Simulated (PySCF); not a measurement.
## How the method changes the constants of SiS⁺

State: ²Π (doublet), unpaired electrons π ↑. Set-up: PySCF, no relativity, basis sets Si aug-pcseg-1, S aug-pcseg-1. De refers to Si⁺ + S in their high-spin ground configurations, without counterpoise correction. The functionals are run spin-unrestricted. A positive dipole points towards S; it is taken about the centre of mass and depends on that origin.

| Level | Re (Å) | ωe (cm⁻¹) | De (eV) | μ (D) |
| --- | --- | --- | --- | --- |
| UHF | 2.067 | 619 | 2.35 | -2.80 |
| UHF-MP2 | 2.083 | 601 | 3.48 | n/a |
| UHF-SCS-MP2 | 2.084 | 597 | 3.40 | n/a |
| UHF-CCSD | 2.086 | 593 | 3.35 | n/a |
| UHF-CCSD(T) | 2.096 | 576 | 3.49 | n/a |
| PBE | 2.112 | 555 | 4.17 | -2.32 |
| PBEsol | 2.104 | 564 | 4.41 | -2.26 |
| revPBE | 2.118 | 551 | 3.97 | -2.34 |
| r²SCAN | 2.092 | 578 | 4.07 | -2.26 |
| TPSSh | 2.095 | 576 | 3.90 | -2.34 |
| PBE0 | 2.085 | 590 | 3.92 | -2.41 |
| HSE06 | 2.087 | 587 | 3.91 | -2.42 |

The bond length runs from 2.067 Å (UHF) to 2.118 Å (revPBE). De spans 2.35 eV (UHF, mean field) to 4.41 eV (PBEsol, GGA). Correlation at CCSD(T) changes the Hartree–Fock bond energy by +1.14 eV; the triples alone change it by +0.14 eV.

Correlated steps freeze 10 core orbitals. Correlated levels converge slowly with the basis: in double zeta they bind strong bonds too weakly, by up to about 1 eV, and carry superposition errors of some tenths. For an ion De counts to the pair picked by the measured ionisation energies or electron affinities, which need not be the lowest pair at this level. The state is the lowest determinant that a PBE0 search found; another state may lie lower at other levels.
